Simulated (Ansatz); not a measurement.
`C[C@@H](F)[C@H](F)Cl` + H₂S → `CC(F)S` + `FCCl`  (substitution at a C–C bond)

Calculated with Ansatz (gas phase, PBE0-D4/def2-TZVP geometries, no zero-point term in ΔE). CCSD(T)/CBS is the MP2 limit (def2-TZVPP, def2-QZVPP) plus CCSD(T) − MP2 in def2-TZVPP, frozen cores. This one scheme is used for every species. Functionals use def2-TZVPP. One conformer a species, not always the lowest.

| level | ΔE (kcal/mol) |
| --- | --- |
| r2SCANh-D4 | 5.9 |
| r2SCAN0-D4 | 6.2 |
| ωB97M-V | 6.3 |
| PBE-QIDH | 5.9 |
| r2SCAN0 | 5.9 |
| HF/def2-QZVPP | 5.9 |
| MP2/def2-QZVPP | 6.0 |
| MP2/CBS(def2) | 5.8 |

Question: What does CCSD(T)/CBS give? (Best estimate.)

Answer: Ansatz gave: +6.3 kcal/mol. The listed levels differ from it by -0.4, -0.1, 0.0, -0.4, -0.4, -0.4, -0.3, -0.5 kcal/mol.

Largest T1 diagnostic among the species: 0.011.

Leaving LDA and LC-ωPBE aside and taking each functional with its dispersion term where it has one, the values, not all of them listed here, spread over 2.8 kcal/mol, from revPBE-D4 to B97M-V. LDA lies +3.1 kcal/mol from PBE without D4. From PBE to PBE0 (25 % exact exchange), in def2-TZVPP and without D4, ΔE moves by +1.1 kcal/mol. The D4 term adds +0.8 kcal/mol with B3LYP and +0.5 kcal/mol with PBE0; it sums over pairs of atoms, weighted by their polarisabilities, and B3LYP, whose exchange is more repulsive, gets the larger term.

CCSD(T)/CBS has its own doubt, a few kJ/mol and more with outer-core shells, so smaller differences from it don't rank the levels.

B3LYP here is the variant with VWN-RPA as its local correlation; programs differ in this.
